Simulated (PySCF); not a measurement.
**Orbital picture of MgB⁺**

RHF at R = 2.601 Å; Mg def2-SVPD, B def2-SVPD; no relativity (PySCF 2.14). State: ¹Σ⁺ (singlet), closed shell. Only the outer orbitals are listed, counted within each symmetry.

```
orbital  occ.  ε (eV)  on Mg (%)           main shells (%)
     5σ     2  -19.97         12                    86 B s
     6σ     2  -12.78         54    53 Mg s, 36 B p, 9 B s
     7σ     0   -5.59         66  35 Mg s, 32 B p, 30 Mg p
     2π     0   -4.67         42           57 B p, 40 Mg p
     2π     0   -4.67         42           57 B p, 40 Mg p
```

Task: Which are the highest filled and the lowest empty level, where do they sit, and how wide is the gap?

Result: Highest filled 6σ at -12.78 eV (in %: 53 Mg s, 36 B p, 9 B s); lowest empty 7σ at -5.59 eV (in %: 35 Mg s, 32 B p, 30 Mg p); the gap at RHF is 7.19 eV.

- bond order (Mayer): 1.02
- ⟨S²⟩: 0.000
- charge on Mg (Mulliken, basis-dependent): 0.68
- charge on Mg (Löwdin, basis-dependent): 0.77
- dipole moment (positive dipole points towards B; it is taken about the centre of mass and depends on that origin): -2.60 D
- polarisability along the bond: 133.6 bohr³
- polarisability across the bond: 44.0 bohr³
